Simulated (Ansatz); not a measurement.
**NO+ (triplet): from Hartree-Fock to the top rungs, def2-QZVPP**

The task here is to estimate one member of a computed series from the others.

Program: Ansatz 0.2.0, Gaussian basis. Level of theory: def2-QZVPP, core rule «outside noble gas», up to 2 orbitals frozen. These are calculated values, not measurements.

Plan: UHF; ROHF; CCSD(T) on UHF.

2 further runs of the same task are left out: 2 set aside as unsound or not needed.

**The geometry**

The geometry is a PBE0/def2-TZVP stationary point (not a proven minimum) of the parent state, kept for this charge and spin.

2 atoms, charge 1, spin multiplicity 3.

Atoms are counted from 1 here; the program's logs count them from 0.

Bond lengths: N1–O2 1.054 Å.

Set-up of the first run:

in.yaml

```yaml
crystal:
  periodic: [false, false, false]
  atoms:
    - {symbol: N, position_ang: [0.000000, 0.000000, 0.000000]}
    - {symbol: O, position_ang: [0.000000, 0.000000, 1.053700]}
basis:
  gaussian: {orbitals: "def2-QZVPP.json"}
total_charge: 1
magnetization: {spin_polarized: true, initial_magnetization: 2}
hamiltonian: {xc: hf}
output: {orbitals: {seedname: orbitals}}
```

The run is started by

```bash
$ ansatz run in.yaml --threads 1 --pin off --events-out ev --progress --plain --max-ram 2393MiB
```

Among the steps run: UHF; ROHF; CCSD(T) on UHF.

One table of the session follows, with a row left open; its other results are not shown here.

```
  method  from UCCSD(T) (meV)
    ROHF             +11091.3
     UHF             +10568.2
    UMP2                    ?
   UCCSD               +457.5
UCCSD(T)                    0
```

Q: Estimate the row for UMP2 from the others.

The run gave: from UCCSD(T) (meV): +1205.3. In the column «from UCCSD(T) (meV)» it lies between UCCSD (+457.5) and UHF (+10568.2).
